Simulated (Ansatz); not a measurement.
**CH3BS: how energies converge with the basis set**

One table from this session's results is given with a row withheld; the runs are named, their logs left out.

Computed with Ansatz 0.2.0, Gaussian basis. Level: one geometry, several basis sets.

Levels to be run: PBE0-D4/def2-SVP; ωB97M-V/def2-SVP; PBE0-D4/def2-QZVPP; ωB97M-V/def2-QZVPP; the functionals' def2-TZVPP values are taken from earlier runs.

## The relaxed structure

An earlier PBE0-D4 in a triple-zeta def2 set relaxation fixed the geometry.

SMILES `B1CS1`, 6 atoms, charge 0, spin multiplicity 1.

Atoms are counted from 1 here; the program's logs count them from 0.

Bond lengths: B1–C2 1.531 Å, B1–S3 1.737 Å, B1–H4 1.182 Å, C2–S3 1.862 Å, C2–H5 1.086 Å, C2–H6 1.086 Å. Angles: C2–B1–S3 69.1°, C2–B1–H4 148.6°, S3–B1–H4 142.3°, B1–C2–S3 60.7°, B1–C2–H5 121.2°, B1–C2–H6 121.2°, S3–C2–H5 114.2°, S3–C2–H6 114.2°, H5–C2–H6 113.5°, B1–S3–C2 50.2°.

Coordinates:

```tsv
atom	x (Å)	y (Å)	z (Å)
B1	-0.47990	-0.72355	-0.24079
C2	0.22948	0.59517	0.07927
S3	0.99306	-1.01013	0.63456
H4	-1.39743	-1.28126	-0.73477
H5	0.80400	1.12323	-0.67668
H6	-0.10710	1.23255	0.89221
```

Set-up of the first run:

Input file in.yaml:

```yaml
crystal:
  periodic: [false, false, false]
  atoms:
    - {symbol: B, position_ang: [-0.479901, -0.723546, -0.240793]}
    - {symbol: C, position_ang: [0.229475, 0.595165, 0.079274]}
    - {symbol: S, position_ang: [0.993062, -1.010134, 0.634562]}
    - {symbol: H, position_ang: [-1.397432, -1.281263, -0.734767]}
    - {symbol: H, position_ang: [0.803997, 1.123231, -0.676683]}
    - {symbol: H, position_ang: [-0.107100, 1.232547, 0.892208]}
basis:
  gaussian: {orbitals: def2-SVP}
hamiltonian: {xc: pbe0, dispersion: d4}
output: {orbitals: {seedname: orbitals}}
```

Started as:

```
$ ansatz run in.yaml --threads 2 --pin off --events-out ev --progress --plain --max-ram 4352MiB
```

Steps of the session up to this table: PBE0-D4 in def2-SVP; ωB97M-V in def2-SVP; PBE0-D4 in def2-QZVPP; ωB97M-V in def2-QZVPP.

One of the session's tables, all rows but one given; the rest of the session is left out.

| functional | basis | HOMO (eV) |
| --- | --- | --- |
| PBE0-D4 | def2-SVP | ? |
| PBE0-D4 | def2-TZVPP | -7.66 |
| PBE0-D4 | def2-QZVPP | -7.67 |
| ωB97M-V | def2-SVP | -9.75 |
| ωB97M-V | def2-TZVPP | -9.81 |
| ωB97M-V | def2-QZVPP | -9.83 |

**Question.** Estimate the row for PBE0-D4, def2-SVP.

As computed: HOMO (eV): -7.63. In the column «HOMO (eV)» it is the highest.
